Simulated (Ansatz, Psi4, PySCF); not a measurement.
Reaction (SMILES): CSC [methylsulfanylmethane] → [CH3] (CH3) + [S]C (CH3S) (the C-S bond breaks)

Property: bond dissociation energy (electronic), in kcal/mol. Conventions: non-relativistic; frozen cores in correlated levels; six Cartesian d functions in 6-31G* and its kin unless marked 5d; 6-311+G** with 5d, 6d on Na to Ar in Ansatz (a program for electronic structure); no spin-orbit coupling; UHF or UKS for open shells; dispersion terms only where a functional's name holds one; LANL2DZ with its own core potentials from Na on. CBS marks a two-point X^-3 extrapolation of the correlation energy; Hartree-Fock from the larger set. [CCSD(T)-MP2]/basis is that difference in the basis named. First-principles rows: single points at B3LYP-D3(BJ) geometries (Ansatz).

Coupled cluster (Ansatz) is a level with limits of its own, used here on species with T1 under 0.025 (0.045 for open shells) and stable references: RI-MP2/CBS(aug-cc-pV(T+d)Z,aug-cc-pV(Q+d)Z)+[CCSD(T)-MP2]/aug-cc-pV(T+d)Z.

Value to compare with, RI-MP2/CBS(aug-cc-pV(T+d)Z,aug-cc-pV(Q+d)Z)+[CCSD(T)-MP2]/aug-cc-pV(T+d)Z (Ansatz): 78.8 kcal/mol.

```tsv
level	program	bond dissociation energy (electronic) (kcal/mol)	difference
HF/STO-3G	Ansatz	66.4	-12.4
SVWN5/6-31G*	Ansatz	95.7	16.9
PBE/STO-3G	Ansatz	103.5	24.7
PBE/3-21G	Ansatz	74.0	-4.8
PBE/LANL2DZ	Ansatz	68.8	-10.0
PBE/6-31G*	Ansatz	78.8	0.0
B3LYP/LANL2DZ	Ansatz	62.0	-16.8
B3LYP/6-31G*	Ansatz	72.6	-6.2
B3LYP/6-31G**	Ansatz	72.4	-6.4
M06-2X/6-31G* (5d)	PySCF	79.6	0.8
wB97X-D/6-31G*	Psi4	77.9	-0.9
MP2/3-21G	Ansatz	60.9	-17.9
MP2/6-311+G**	Ansatz	76.7	-2.1
r2SCAN-D4/def2-TZVPD	Ansatz + dftd4	72.7	-6.1
M06-2X/def2-TZVPD	PySCF	78.4	-0.4
```

Among the 13 habitual levels, PBE/STO-3G lies farthest from RI-MP2/CBS(aug-cc-pV(T+d)Z,aug-cc-pV(Q+d)Z)+[CCSD(T)-MP2]/aug-cc-pV(T+d)Z (Ansatz) (24.7 kcal/mol) and PBE/6-31G* nearest (0.0); 3 of 13 lie above it, and their mean absolute difference is 9.2 kcal/mol, the median 6.4. One case shows no general order.

The levels are drawn from those run, B3LYP/6-31G* more often than the rest, none by its result; runs whose electronic state is in doubt are left out.
